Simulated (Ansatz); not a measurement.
Born–Oppenheimer molecular dynamics of AlH$_{2}$O$_{2}$ (5 atoms, charge -1, multiplicity 1). It starts from a relaxed structure.

These are results of Ansatz, UKS PBE/def2-SVP, not measurements.

```
ensemble             : NVT, Langevin thermostat
time step            : 0.5 fs
steps asked          : 150
set temperature      : 400 K
friction             : 0.01 /fs
temperature schedule : 37 steps to 400 K, then 113 steps to 1200 K
seed                 : 96122
```

Frames 1 fs apart, positions in Å, forces in eV/Å.

Velocities at 15.0 fs (Å/ps):

```
O -0.07 -5.70 -1.64
Al 1.29 -0.20 -2.44
O -2.73 3.51 -2.64
H 12.93 -0.03 -7.37
H 25.22 -31.03 14.86
```

```xyz
5
Properties=species:S:1:pos:R:3:forces:R:3 time_fs=15.0 energy_less_start_eV=0.169 T=261
O -1.220 -1.274 1.234 -0.35 -0.46 0.87
Al -0.351 -0.381 0.184 0.20 0.56 -1.54
O 0.957 0.820 0.453 -1.17 -0.34 1.14
H -0.756 -0.475 -1.531 0.44 0.18 0.68
H 1.613 0.878 -0.225 0.89 0.05 -1.15
5
Properties=species:S:1:pos:R:3:forces:R:3 time_fs=16.0 energy_less_start_eV=0.151 T=300
O -1.220 -1.280 1.232 -0.26 -0.36 0.74
Al -0.349 -0.381 0.181 0.11 0.44 -1.44
O 0.954 0.823 0.450 -0.76 -0.24 0.73
H -0.739 -0.475 -1.537 0.41 0.17 0.69
H 1.639 0.847 -0.214 0.50 -0.02 -0.71
5
Properties=species:S:1:pos:R:3:forces:R:3 time_fs=17.0 energy_less_start_eV=0.132 T=376
O -1.220 -1.286 1.230 -0.14 -0.22 0.57
Al -0.347 -0.379 0.177 -0.01 0.27 -1.26
O 0.950 0.827 0.448 -0.09 -0.18 0.13
H -0.715 -0.476 -1.538 0.37 0.16 0.65
H 1.668 0.815 -0.208 -0.14 -0.04 -0.10
5
Properties=species:S:1:pos:R:3:forces:R:3 time_fs=18.0 energy_less_start_eV=0.130 T=444
O -1.220 -1.293 1.229 0.00 -0.06 0.38
Al -0.346 -0.378 0.172 -0.14 0.07 -1.02
O 0.947 0.831 0.446 0.74 -0.17 -0.51
H -0.687 -0.479 -1.534 0.33 0.14 0.57
H 1.699 0.781 -0.205 -0.92 0.01 0.58
5
Properties=species:S:1:pos:R:3:forces:R:3 time_fs=19.0 energy_less_start_eV=0.139 T=466
O -1.220 -1.299 1.227 0.14 0.11 0.18
Al -0.344 -0.376 0.165 -0.28 -0.12 -0.74
O 0.942 0.836 0.444 1.31 -0.21 -0.88
H -0.655 -0.478 -1.527 0.27 0.12 0.46
H 1.721 0.745 -0.198 -1.44 0.11 0.98
5
Properties=species:S:1:pos:R:3:forces:R:3 time_fs=20.0 energy_less_start_eV=0.128 T=460
O -1.221 -1.306 1.226 0.28 0.28 -0.03
Al -0.342 -0.374 0.159 -0.42 -0.32 -0.40
O 0.938 0.840 0.441 1.36 -0.24 -0.83
H -0.619 -0.474 -1.518 0.20 0.09 0.32
H 1.727 0.713 -0.181 -1.43 0.19 0.95
5
Properties=species:S:1:pos:R:3:forces:R:3 time_fs=21.0 energy_less_start_eV=0.104 T=498
O -1.221 -1.312 1.224 0.41 0.43 -0.22
Al -0.341 -0.371 0.153 -0.52 -0.48 -0.05
O 0.935 0.844 0.437 1.00 -0.20 -0.48
H -0.581 -0.468 -1.506 0.13 0.05 0.14
H 1.723 0.682 -0.156 -1.02 0.19 0.62
5
Properties=species:S:1:pos:R:3:forces:R:3 time_fs=22.0 energy_less_start_eV=0.091 T=479
O -1.221 -1.318 1.222 0.49 0.54 -0.36
Al -0.340 -0.370 0.147 -0.58 -0.57 0.28
O 0.932 0.848 0.432 0.13 -0.03 0.20
H -0.542 -0.459 -1.492 0.06 0.01 -0.07
H 1.709 0.653 -0.123 -0.10 0.05 -0.05
5
Properties=species:S:1:pos:R:3:forces:R:3 time_fs=23.0 energy_less_start_eV=0.120 T=420
O -1.221 -1.323 1.220 0.56 0.63 -0.49
Al -0.340 -0.368 0.142 -0.65 -0.65 0.58
O 0.929 0.850 0.427 -1.03 0.31 1.02
H -0.505 -0.449 -1.482 0.00 -0.04 -0.27
H 1.691 0.627 -0.089 1.12 -0.26 -0.84
5
Properties=species:S:1:pos:R:3:forces:R:3 time_fs=24.0 energy_less_start_eV=0.162 T=344
O -1.221 -1.327 1.218 0.63 0.72 -0.62
Al -0.339 -0.367 0.137 -0.74 -0.75 0.84
O 0.926 0.852 0.422 -1.68 0.61 1.46
H -0.469 -0.437 -1.476 -0.05 -0.08 -0.43
H 1.679 0.598 -0.066 1.85 -0.50 -1.25
5
Properties=species:S:1:pos:R:3:forces:R:3 time_fs=25.0 energy_less_start_eV=0.165 T=376
O -1.221 -1.331 1.216 0.67 0.78 -0.71
Al -0.339 -0.367 0.132 -0.81 -0.82 0.96
O 0.920 0.854 0.419 -1.31 0.61 1.26
H -0.432 -0.425 -1.477 -0.10 -0.13 -0.50
H 1.681 0.568 -0.053 1.55 -0.44 -1.00
5
Properties=species:S:1:pos:R:3:forces:R:3 time_fs=26.0 energy_less_start_eV=0.149 T=363
O -1.220 -1.335 1.213 0.68 0.81 -0.77
Al -0.339 -0.367 0.128 -0.83 -0.88 0.97
O 0.914 0.856 0.415 -0.15 0.29 0.62
H -0.394 -0.416 -1.483 -0.14 -0.17 -0.51
H 1.696 0.536 -0.048 0.44 -0.04 -0.32
```

Of the whole run (75 fs, mean temperature of the second half 273 K): The schedule's set-point averaged 935 K over the second half and the system 273 K, so it lags behind the ramp. A run of 0.075 ps of so small a system gives no equilibrium averages. Limits of this set-up: an anion without diffuse functions, the dipole of an ion depends on the origin.

The run took 3.6 min on 1 thread of Intel(R) Xeon(R) Platinum 8375C CPU @ 2.90GHz (Ice Lake) (shared host), peak memory 0.14 GiB.
